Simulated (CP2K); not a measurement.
# BClF (SMILES F[B]Cl), step by step

We compute a series of 8 runs (UHSE06/TZVP-MOLOPT-PBE0-GTH, HSE06/TZVP-MOLOPT-PBE0-GTH) of BClF. The setting varied is the cutoff. 

The results are computed with CP2K 2026.2.

8 further runs of the same task are left out: 8 set aside as unsound or not needed.

**1. The structure to begin with**

BClF has 3 atoms, charge 0, and is taken as a doublet. As SMILES, `F[B]Cl`. The shape is that of a GFN2-xTB optimisation.

Bond lengths: F1–B2 1.321 Å, B2–Cl3 1.698 Å. Angles: F1–B2–Cl3 118.2°.

**2. Energy and gradient at UHSE06/TZVP-MOLOPT-PBE0-GTH (core potential, admm exchange PBEX, admm type ADMM2) (run 1)**

Contents of mol.inp:

```
&global
    project_name mol
    run_type ENERGY_FORCE
    print_level MEDIUM
&end global

&force_eval
    method Quickstep
    &dft
        basis_set_file_name BASIS_MOLOPT_UZH
        basis_set_file_name BASIS_ADMM_UZH
        potential_file_name POTENTIAL_UZH
        multiplicity 2
        uks T
        &qs
            method GPW
            eps_default 1.0E-10
        &end qs
        &mgrid
            cutoff 350
            rel_cutoff 50
            ngrids 4
        &end mgrid
        &poisson
            periodic NONE
            poisson_solver MULTIPOLE
        &end poisson
        ! self-consistent field
        &scf
            scf_guess ATOMIC
            eps_scf 1.0E-06
            max_scf 30
            &ot
                minimizer DIIS
                preconditioner FULL_SINGLE_INVERSE
            &end ot
            &outer_scf
                eps_scf 1.0E-06
                max_scf 8
            &end outer_scf
        &end scf
        &xc
            &xc_functional
                &hyb_gga_xc_hse06
                &end hyb_gga_xc_hse06
            &end xc_functional
            &hf
                fraction 0.25
                &screening
                    eps_schwarz 1.0E-09
                &end screening
                &interaction_potential
                    potential_type SHORTRANGE
                    omega 0.11
                &end interaction_potential
                &memory
                    max_memory 1750
                &end memory
            &end hf
        &end xc
        &auxiliary_density_matrix_method
            admm_type ADMM2
            exch_correction_func PBEX
        &end auxiliary_density_matrix_method
        &print
            &moments
                periodic F
                reference COM
                max_moment 1
            &end moments
            &mo_cubes
                nlumo 1
                nhomo -1
                write_cube F
            &end mo_cubes
            &hirshfeld OFF
            &end hirshfeld
        &end print
    &end dft
    &subsys
        ! vacuum box
        &cell
            abc 7.9 9.4 7.6
            periodic NONE
        &end cell
        &coord
            SCALED T
            F    0.55804557   0.62954468   0.54034934
            B    0.44195443   0.54897979   0.46484934
            Cl   0.47441646   0.37045532   0.45965066
        &end coord
        &kind F
            basis_set ORB TZVP-MOLOPT-PBE0-GTH-q7
            basis_set AUX_FIT admm-dzp-q7
            potential GTH-PBE0-q7
        &end kind
        &kind B
            basis_set ORB TZVP-MOLOPT-PBE0-GTH-q3
            basis_set AUX_FIT admm-dzp-q3
            potential GTH-PBE0-q3
        &end kind
        &kind Cl
            basis_set ORB TZVP-MOLOPT-PBE0-GTH-q7
            basis_set AUX_FIT admm-dzp-q7
            potential GTH-PBE0-q7
        &end kind
    &end subsys
    &print
        &forces ON
        &end forces
    &end print
&end force_eval
```

Launch:

```sh
$ OMP_NUM_THREADS=2 cp2k.psmp -i mol.inp -o mol.out
```

Standard output:

```text
CP2K| version string:                                       CP2K version 2026.2
[...]
 GLOBAL| Method name                                                        CP2K
[...]
 GLOBAL| Run type                                                   ENERGY_FORCE
[...]
 DFT| Spin unrestricted (spin-polarized) Kohn-Sham calculation               UKS
 DFT| Multiplicity                                                             2
[...]
 DFT| Charge                                                                   0
[...]
 FUNCTIONAL| HYB_GGA_XC_HSE06:
[...]
 QS| Method:                                                                 GPW
[...]
 QS| Density cutoff [a.u.]:                                                175.0
[...]
 QS| Relative density cutoff [a.u.]:                                        25.0
[...]
                             - Atoms:                                          3
[...]
                             - Spherical basis functions:                     51
[...]
 Number of electrons:                                                          9
[...]
     1 OT DIIS     0.80E-01    2.2     0.07702274       -40.8337787708 -4.08E+01
[...]
     8 OT DIIS     0.80E-01    1.8     0.00000061       -42.0129309707 -3.50E-10
  *** SCF run converged in     8 steps ***
[...]
  Overlap energy of the core charge distribution:               0.00000046853057
  Self energy of the core charge distribution:               -105.39461448682296
  Core Hamiltonian energy:                                     27.84677858727590
  Hartree energy:                                              44.10009410813701
  Exchange-correlation energy:                                 -6.95051103027013
  Hartree-Fock Exchange energy:                                -1.61467861750580
  Total energy:                                               -42.01293097065542
[...]
                     Mulliken Population Analysis
 #  Atom  Element  Kind  Atomic population (alpha,beta) Net charge  Spin moment
       1     F        1         3.621184     3.602856    -0.224039     0.018328
       2     B        2         1.795894     0.865820     0.338286     0.930074
       3     Cl       3         3.582922     3.531325    -0.114247     0.051598
 # Total charge and spin        9.000000     8.000000     0.000000     1.000000
[...]
  Dipole moment [Debye]
    X= -0.1771866E+00 Y= -0.3775103E+00 Z= -0.1340160E+00  Total=      0.4380290
[...]
 HOMO - LUMO gap [eV] :    7.164245
[...]
 ENERGY| Total FORCE_EVAL ( QS ) energy [hartree]            -42.012930970695756
 FORCES| Atomic forces [hartree/bohr]
 FORCES|   Atom     x               y               z               |f|
 FORCES|      1 -1.51214976E-03  9.81360831E-03  6.34866415E-03   1.17855437E-02
 FORCES|      2  2.20048762E-03  1.64675387E-02  2.75506431E-03   1.68407944E-02
 FORCES|      3 -1.52743089E-03 -2.56393887E-02 -3.52700684E-03   2.59258766E-02
 FORCES| Sum    -8.39093038E-04  6.41758282E-04  5.57672162E-03
 FORCES| Total atomic force                                       5.67589243E-03
[...]
```

Run time: 72 s. Hardware: 2 threads of AMD EPYC 9R45 (Zen 5), shared host; peak memory 0.88 GiB.

**3. The singlet cation: energy and gradient at HSE06/TZVP-MOLOPT-PBE0-GTH (core potential, admm exchange PBEX, admm type ADMM2) (run 2)**

Contents of run.inp:

```
&GLOBAL
  PROJECT run
  RUN_TYPE ENERGY_FORCE
  PRINT_LEVEL MEDIUM
&END GLOBAL

&FORCE_EVAL
  METHOD QUICKSTEP
  &DFT
    BASIS_SET_FILE_NAME BASIS_MOLOPT_UZH
    BASIS_SET_FILE_NAME BASIS_ADMM_UZH
    POTENTIAL_FILE_NAME POTENTIAL_UZH
    CHARGE 1
    MULTIPLICITY 1
    &QS
      METHOD GPW
      EPS_DEFAULT 1.0E-10
    &END QS
    &MGRID
      CUTOFF 350
      REL_CUTOFF 50
      NGRIDS 4
    &END MGRID
    &POISSON
      PERIODIC NONE
      POISSON_SOLVER MULTIPOLE
    &END POISSON
    &SCF
      SCF_GUESS ATOMIC
      EPS_SCF 1.0E-06
      MAX_SCF 40
      &OT ON
        MINIMIZER DIIS
        PRECONDITIONER FULL_ALL
      &END OT
      &OUTER_SCF
        EPS_SCF 1.0E-06
        MAX_SCF 8
      &END OUTER_SCF
    &END SCF
    &XC
      &XC_FUNCTIONAL
        &HYB_GGA_XC_HSE06
        &END HYB_GGA_XC_HSE06
      &END XC_FUNCTIONAL
      &HF
        FRACTION 0.25
        &SCREENING
          EPS_SCHWARZ 1.0E-09
          SCREEN_ON_INITIAL_P F
        &END SCREENING
        &INTERACTION_POTENTIAL
          POTENTIAL_TYPE SHORTRANGE
          OMEGA 0.11
        &END INTERACTION_POTENTIAL
        &MEMORY
          MAX_MEMORY 1750
        &END MEMORY
      &END HF
    &END XC
    &AUXILIARY_DENSITY_MATRIX_METHOD
      ADMM_TYPE ADMM2
      EXCH_CORRECTION_FUNC PBEX
    &END AUXILIARY_DENSITY_MATRIX_METHOD
    &PRINT
      &MOMENTS
        PERIODIC F
        REFERENCE COM
        MAX_MOMENT 1
      &END MOMENTS
      &MO_CUBES
        NLUMO 3
        NHOMO -1
        WRITE_CUBE F
      &END MO_CUBES
      &HIRSHFELD OFF
      &END HIRSHFELD
    &END PRINT
  &END DFT
  &SUBSYS
    &CELL
      ABC [angstrom] 7.9 9.4 7.6
      PERIODIC NONE
    &END CELL
    &COORD
      SCALED T
      F    0.55804557   0.62954468   0.54034934
      B    0.44195443   0.54897979   0.46484934
      Cl   0.47441646   0.37045532   0.45965066
    &END COORD
    &KIND F
      BASIS_SET ORB TZVP-MOLOPT-PBE0-GTH-q7
      BASIS_SET AUX_FIT admm-dzp-q7
      POTENTIAL GTH-PBE0-q7
    &END KIND
    &KIND B
      BASIS_SET ORB TZVP-MOLOPT-PBE0-GTH-q3
      BASIS_SET AUX_FIT admm-dzp-q3
      POTENTIAL GTH-PBE0-q3
    &END KIND
    &KIND Cl
      BASIS_SET ORB TZVP-MOLOPT-PBE0-GTH-q7
      BASIS_SET AUX_FIT admm-dzp-q7
      POTENTIAL GTH-PBE0-q7
    &END KIND
  &END SUBSYS
  &PRINT
    &FORCES ON
    &END FORCES
  &END PRINT
&END FORCE_EVAL
```

Launch:

```sh
$ OMP_NUM_THREADS=2 cp2k.psmp -i run.inp > run.out 2>&1
```

Standard output, shortened:

```text
CP2K| version string:                                       CP2K version 2026.2
[...]
 GLOBAL| Method name                                                        CP2K
[...]
 GLOBAL| Run type                                                   ENERGY_FORCE
[...]
 DFT| Spin restricted Kohn-Sham (RKS) calculation                            RKS
 DFT| Multiplicity                                                             1
[...]
 DFT| Charge                                                                   1
[...]
 FUNCTIONAL| HYB_GGA_XC_HSE06:
[...]
 QS| Method:                                                                 GPW
[...]
 QS| Density cutoff [a.u.]:                                                175.0
[...]
 QS| Relative density cutoff [a.u.]:                                        25.0
[...]
                             - Atoms:                                          3
[...]
                             - Spherical basis functions:                     51
[...]
 Number of electrons:                                                         16
[...]
     1 OT DIIS     0.15E+00    1.3     0.18544550       -40.5448805699 -4.05E+01
[...]
    16 OT DIIS     0.15E+00    0.9     0.00000086       -41.6528240899 -4.93E-11
  *** SCF run converged in    16 steps ***
[...]
  Overlap energy of the core charge distribution:               0.00000046853057
  Self energy of the core charge distribution:               -105.39461448682296
  Core Hamiltonian energy:                                     27.26590864560457
  Hartree energy:                                              44.67115527518467
  Exchange-correlation energy:                                 -6.65611217042333
  Hartree-Fock Exchange energy:                                -1.53916182194846
  Total energy:                                               -41.65282408987494
[...]
                     Mulliken Population Analysis
 #  Atom  Element  Kind  Atomic population                           Net charge
       1     F        1          7.041115                             -0.041115
       2     B        2          2.204677                              0.795323
       3     Cl       3          6.754208                              0.245792
[...]
  Dipole moment [Debye]
    X= -0.2175911E+01 Y=  0.1249177E+01 Z= -0.1038343E+01  Total=      2.7153616
[...]
 HOMO - LUMO gap [eV] :    4.423504
[...]
 ENERGY| Total FORCE_EVAL ( QS ) energy [hartree]            -41.652824089890444
[...]
```

Run time: 18 s. Hardware: 2 threads of AMD EPYC 9R45 (Zen 5), shared host; peak memory 0.73 GiB.

Runs 3 to 7 aren't shown in full; the table further down has their settings and results.

**4. The singlet cation: energy and forces at HSE06/TZVP-MOLOPT-PBE0-GTH (core potential, admm exchange PBEX, admm type ADMM2) (run 8)**

Contents of run.inp:

```
&GLOBAL
 PROJECT_NAME run
 RUN_TYPE ENERGY_FORCE
 PRINT_LEVEL MEDIUM
&END GLOBAL

&FORCE_EVAL
 METHOD QS
 &DFT
  BASIS_SET_FILE_NAME BASIS_MOLOPT_UZH
  BASIS_SET_FILE_NAME BASIS_ADMM_UZH
  POTENTIAL_FILE_NAME POTENTIAL_UZH
  CHARGE 1
  MULTIPLICITY 1
  &QS
   METHOD GPW
   EPS_DEFAULT 1.0E-10
  &END QS
  &MGRID
   CUTOFF 800
   REL_CUTOFF 50
   NGRIDS 4
  &END MGRID
  &POISSON
   PERIODIC NONE
   POISSON_SOLVER MULTIPOLE
  &END POISSON
  &SCF
   SCF_GUESS ATOMIC
   EPS_SCF 1.0E-06
   MAX_SCF 40
   &OT ON
    MINIMIZER DIIS
    PRECONDITIONER FULL_ALL
   &END OT
   &OUTER_SCF
    EPS_SCF 1.0E-06
    MAX_SCF 8
   &END OUTER_SCF
  &END SCF
  &XC
   &XC_FUNCTIONAL
    &HYB_GGA_XC_HSE06
    &END HYB_GGA_XC_HSE06
   &END XC_FUNCTIONAL
   &HF
    FRACTION 0.25
    &SCREENING
     EPS_SCHWARZ 1.0E-09
     SCREEN_ON_INITIAL_P F
    &END SCREENING
    &INTERACTION_POTENTIAL
     POTENTIAL_TYPE SHORTRANGE
     OMEGA 0.11
    &END INTERACTION_POTENTIAL
    &MEMORY
     MAX_MEMORY 1750
    &END MEMORY
   &END HF
  &END XC
  &AUXILIARY_DENSITY_MATRIX_METHOD
   ADMM_TYPE ADMM2
   EXCH_CORRECTION_FUNC PBEX
  &END AUXILIARY_DENSITY_MATRIX_METHOD
  &PRINT
   &MOMENTS
    PERIODIC F
    REFERENCE COM
    MAX_MOMENT 1
   &END MOMENTS
   &MO_CUBES
    NLUMO 3
    NHOMO -1
    WRITE_CUBE F
   &END MO_CUBES
   &HIRSHFELD OFF
   &END HIRSHFELD
  &END PRINT
 &END DFT
 &SUBSYS
  &CELL
   ABC [angstrom] 7.9 9.4 7.6
   PERIODIC NONE
  &END CELL
  &COORD
   SCALED T
   F    0.55804557   0.62954468   0.54034934
   B    0.44195443   0.54897979   0.46484934
   Cl   0.47441646   0.37045532   0.45965066
  &END COORD
  &KIND F
   BASIS_SET ORB TZVP-MOLOPT-PBE0-GTH-q7
   BASIS_SET AUX_FIT admm-dzp-q7
   POTENTIAL GTH-PBE0-q7
  &END KIND
  &KIND B
   BASIS_SET ORB TZVP-MOLOPT-PBE0-GTH-q3
   BASIS_SET AUX_FIT admm-dzp-q3
   POTENTIAL GTH-PBE0-q3
  &END KIND
  &KIND Cl
   BASIS_SET ORB TZVP-MOLOPT-PBE0-GTH-q7
   BASIS_SET AUX_FIT admm-dzp-q7
   POTENTIAL GTH-PBE0-q7
  &END KIND
 &END SUBSYS
 &PRINT
  &FORCES ON
  &END FORCES
 &END PRINT
&END FORCE_EVAL
```

Launch:

```sh
$ OMP_NUM_THREADS=2 cp2k.psmp -i run.inp -o run.out
```

Standard output, shortened:

```text
CP2K| version string:                                       CP2K version 2026.2
[...]
 GLOBAL| Method name                                                        CP2K
[...]
 GLOBAL| Run type                                                   ENERGY_FORCE
[...]
 DFT| Spin restricted Kohn-Sham (RKS) calculation                            RKS
 DFT| Multiplicity                                                             1
[...]
 DFT| Charge                                                                   1
[...]
 FUNCTIONAL| HYB_GGA_XC_HSE06:
[...]
 QS| Method:                                                                 GPW
[...]
 QS| Density cutoff [a.u.]:                                                400.0
[...]
 QS| Relative density cutoff [a.u.]:                                        25.0
[...]
                             - Atoms:                                          3
[...]
                             - Spherical basis functions:                     51
[...]
 Number of electrons:                                                         16
[...]
     1 OT DIIS     0.15E+00    4.0     0.18543509       -40.5445307219 -4.05E+01
[...]
    16 OT DIIS     0.15E+00    3.5     0.00000086       -41.6526417386 -5.00E-11
  *** SCF run converged in    16 steps ***
[...]
  Overlap energy of the core charge distribution:               0.00000046853057
  Self energy of the core charge distribution:               -105.39461448682296
  Core Hamiltonian energy:                                     27.26538530056221
  Hartree energy:                                              44.67167247170170
  Exchange-correlation energy:                                 -6.65589813454327
  Hartree-Fock Exchange energy:                                -1.53918735799849
  Total energy:                                               -41.65264173857023
[...]
                     Mulliken Population Analysis
 #  Atom  Element  Kind  Atomic population                           Net charge
       1     F        1          7.041027                             -0.041027
       2     B        2          2.204647                              0.795353
       3     Cl       3          6.754326                              0.245674
[...]
  Dipole moment [Debye]
    X= -0.2176024E+01 Y=  0.1250533E+01 Z= -0.1038237E+01  Total=      2.7160359
[...]
 HOMO - LUMO gap [eV] :    4.424729
[...]
 ENERGY| Total FORCE_EVAL ( QS ) energy [hartree]            -41.652641738582851
[...]
```

Run time: 64 s. Hardware: 2 threads of AMD EPYC 9R45 (Zen 5), shared host; peak memory 1.6 GiB.

**5. The series**

| run | level | cutoff | iteration cap | partner | energy (Eh) | HOMO energy (eV) | LUMO energy (eV) | wall time |
| --- | --- | --- | --- | --- | --- | --- | --- | --- |
| 1 | UHSE06/TZVP-MOLOPT-PBE0-GTH (core potential, admm exchange PBEX, admm type ADMM2) | 350 | 30 | base | -42.012931 | -6.56 | -2.43 | 72 s |
| 2 | HSE06/TZVP-MOLOPT-PBE0-GTH (core potential, admm exchange PBEX, admm type ADMM2) | 350 | 40 | cation | -41.652824 | -17.06 | -12.64 | 18 s |
| 3 | UHSE06/TZVP-MOLOPT-PBE0-GTH (core potential, admm exchange PBEX, admm type ADMM2) | 450 | 30 | base | -42.012676 | -6.56 | -2.43 | 1.7 min |
| 4 | HSE06/TZVP-MOLOPT-PBE0-GTH (core potential, admm exchange PBEX, admm type ADMM2) | 450 | 40 | cation | -41.652592 | -17.06 | -12.64 | 25 s |
| 5 | UHSE06/TZVP-MOLOPT-PBE0-GTH (core potential, admm exchange PBEX, admm type ADMM2) | 600 | 30 | base | -42.012730 | -6.55 | -2.43 | 3.3 min |
| 6 | HSE06/TZVP-MOLOPT-PBE0-GTH (core potential, admm exchange PBEX, admm type ADMM2) | 600 | 40 | cation | -41.652662 | -17.06 | -12.64 | 47 s |
| 7 | UHSE06/TZVP-MOLOPT-PBE0-GTH (core potential, admm exchange PBEX, admm type ADMM2) | 800 | 30 | base | -42.012701 | -6.55 | -2.43 | 4.6 min |
| 8 | HSE06/TZVP-MOLOPT-PBE0-GTH (core potential, admm exchange PBEX, admm type ADMM2) | 800 | 40 | cation | -41.652642 | -17.06 | -12.64 | 64 s |

Convergence of the total energy of doublet BClF with the cutoff, against the last point:

| cutoff | from the last (mEh) | wall time |
| --- | --- | --- |
| 350 Ry | -0.230 | 72 s |
| 450 Ry | +0.025 | 1.7 min |
| 600 Ry | -0.029 | 3.3 min |
| 800 Ry | +0.000 | 4.6 min |

Convergence of the LUMO energy (lowest over α and β) of doublet BClF with the cutoff, against the last point:

| cutoff | from the last (eV) | wall time |
| --- | --- | --- |
| 350 Ry | -0.0045 | 72 s |
| 450 Ry | -0.0020 | 1.7 min |
| 600 Ry | -0.0005 | 3.3 min |
| 800 Ry | +0.0000 | 4.6 min |

**6. Summary of results**

| quantity | value |
| --- | --- |
| singlet cation, run 8: total energy | -41.65264 Eh |
| singlet cation, run 8: HOMO energy | -17.06 eV |
| singlet cation, run 8: LUMO energy | -12.64 eV |
| singlet cation, run 8: HOMO–LUMO gap | 4.42 eV |
| singlet cation, run 8: largest force on an atom | 6.031 eV/Å |
| vertical ionisation energy (to the singlet cation) (run 1, cutoff 350) | 9.799 eV |
| vertical ionisation energy (to the singlet cation) (run 3, cutoff 450) | 9.798 eV |
| vertical ionisation energy (to the singlet cation) (run 5, cutoff 600) | 9.798 eV |
| vertical ionisation energy (to the singlet cation) (run 7, cutoff 800) | 9.798 eV |

For the total energy of doublet BClF to stay within 0.1 mEh of the last point, 450 Ry is the first point of the series from which all later ones do (1.7 min against 4.6 min). For the LUMO energy (lowest over α and β) of doublet BClF to stay within 0.001 eV of the last point, 600 Ry is the first point of the series from which all later ones do (3.3 min against 4.6 min). All runs together took 13 min, the longest 4.6 min.
